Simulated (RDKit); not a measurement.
Job for RDKit: UFF on H2O (SMILES O).

```python
from rdkit import Chem
from rdkit.Chem import AllChem, rdDetermineBonds

blocks = [
'''3

O     2.23981900    0.00002700   -0.08823100
H     2.60088700    0.76196300    0.37705500
H     2.60108700   -0.76172700    0.37719400
''',
]
mol = None
for b in blocks:
    f = Chem.MolFromXYZBlock(b)
    rdDetermineBonds.DetermineBonds(f, charge=0)
    mol = f if mol is None else Chem.CombineMols(mol, f)
Chem.SanitizeMol(mol)
print(Chem.MolToSmiles(Chem.RemoveHs(mol)))
ff = AllChem.UFFGetMoleculeForceField(mol, vdwThresh=100.0, ignoreInterfragInteractions=False)
e = ff.CalcEnergy()
print(f'UFF energy {e:.6f} kcal/mol')
```

Output:

```
O
UFF energy 0.830833 kcal/mol
```

The run finished.

Cost: very roughly 0.010 core-seconds.
